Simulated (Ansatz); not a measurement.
**P₂F+ (quintet): the correlation ladder, def2-TZVPP**

An exercise on one series of results from a longer session: the logs are not shown, and one member is left open.

Computed with Ansatz 0.2.0, Gaussian basis. Level: def2-TZVPP, core rule «outside noble gas», up to 11 orbitals frozen.

Plan: UHF; ROHF; CCSD(T) on UHF.

### What is computed

The geometry is a PBE0/def2-TZVP stationary point (not a proven minimum) of the parent state, kept for this charge and spin.

3 atoms, charge 1, spin multiplicity 5.

Atoms are counted from 1 here; the program's logs count them from 0.

Bond lengths: F1–P2 1.607 Å, P2–P3 2.278 Å. Angles: F1–P2–P3 98.1°.

As a file:

```xyz
3
charge 1, multiplicity 5
F     0.00000   -0.77121    1.40686
P     0.00000    0.63763    0.63434
P     0.00000   -0.16459   -1.49727
```

The first run:

File in.yaml:

```yaml
crystal:
  periodic: [false, false, false]
  atoms:
    - {symbol: F, position_ang: [0.000000, -0.771205, 1.406859]}
    - {symbol: P, position_ang: [0.000000, 0.637627, 0.634340]}
    - {symbol: P, position_ang: [0.000000, -0.164593, -1.497266]}
basis:
  gaussian: {orbitals: def2-TZVPP}
total_charge: 1
magnetization: {spin_polarized: true, initial_magnetization: 4}
hamiltonian: {xc: hf}
output: {orbitals: {seedname: orbitals}}
```

Started as:

```
$ ansatz run in.yaml --threads 1 --pin off --events-out ev --progress --plain --max-ram 4096MiB --backend cpu
```

Among the steps run: UHF; ROHF; CCSD(T) on UHF.

One of the session's tables, all rows but one given; the rest of the session is left out.

It belongs to the step «Misses and costs». 

```
  method  from UCCSD(T) (kJ/mol)
    ROHF                 +1305.5
     UHF                 +1282.8
    UMP2                       ?
   UCCSD                   +51.8
UCCSD(T)                       0
```

**Question.** Estimate the row for UMP2.

**Answer.** from UCCSD(T) (kJ/mol): +129.2. In the column «from UCCSD(T) (kJ/mol)» it lies between UCCSD (+51.8) and UHF (+1282.8).
